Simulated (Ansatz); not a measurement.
Saddle point of BNH₆S, closed shell (BH₃S ([BH2][SH]) + NH₃ → BNH₄ ([BH2][NH2]) + H₂S; bonds formed: S2–H5; dative contacts that become bonds: B1–N6; bonds broken: B1–S2, H5–N6), PBE0-D4/def2-TZVP structure:

```xyz
9
angstrom
B -0.6951 0.0613 -0.3853
S 1.2687 0.1378 -1.2963
H -1.2434 -0.7597 -1.0658
H -1.0954 1.1907 -0.4164
H 1.0668 -0.3599 0.1060
N -0.1808 -0.4528 0.9570
H 1.5977 1.3711 -0.8786
H -0.4894 -1.3716 1.2397
H -0.2290 0.1832 1.7397
```

Energies are electronic, without zero-point energy. Barriers and step energies count from the start structure reached by relaxing down the imaginary mode; all methods use the PBE0-D4 structures, on which another method's saddle can fall below an end. Ansatz 0.2.0; basis: def2-TZVPP, with def2-QZVPP for the basis limit; cores frozen in the correlated methods. B3LYP uses VWN-RPA correlation. Extrapolation: Hartree–Fock as exp(−7.88 √X), correlation as X^−2.97.

| method | barrier (kcal/mol) | step energy (kcal/mol) |
| --- | --- | --- |
| SPW92 | 23.44 | 13.91 |
| PBE-D4 | 25.47 | 8.65 |
| BLYP-D4 | ? | 3.00 |
| r2SCAN-D4 | ? | 8.31 |
| B97M-V | 31.30 | 6.54 |
| PBE0-D4 | ? | 9.57 |
| B3LYP-D4 | 29.09 | 4.07 |
| r2SCAN0-D4 | 30.56 | 9.07 |
| BHLYP-D4 | 33.46 | 4.59 |
| CAM-B3LYP-D4 | 30.74 | 4.48 |
| wB97X-V | 31.77 | 6.96 |
| wB97M-V | 30.95 | 6.36 |
| B2PLYP | 30.35 | 4.52 |
| PBE-QIDH | 31.75 | 9.89 |
| RPA on PBE | 30.33 | 4.46 |
| HF | 40.09 | -0.74 |
| MP2 | 31.08 | 8.26 |
| CCSD | 33.57 | 5.57 |
| CCSD(T) | 31.77 | 6.47 |

Q: Fill in the withheld barriers. (To be estimated.)

A: The calculation gives: PBE0-D4 29.24; r2SCAN-D4 27.91; BLYP-D4 26.06 kcal/mol. Each is the energy of the saddle less that of the start structure, by the same method.

For comparison, the barrier by CCSD(T) at an estimated basis limit (MP2 extrapolated from triple and quadruple zeta, plus CCSD(T) − MP2 in triple zeta) is 31.79 kcal/mol.

No T1 diagnostic of these runs exceeds 0.012.

Labels in which every atom is bracketed show which atoms are joined, not bond orders.

For scale, one of the runs: CCSD(T)/def2-TZVPP, 188 basis functions, launched by `ansatz run in.yaml --threads 2 --pin off --events-out ev --progress --plain --max-ram 4352MiB`. Time: 43 s of wall clock on 2 CPU threads of an Arm Neoverse V1; the host was shared. Peak host memory: 2 GiB.
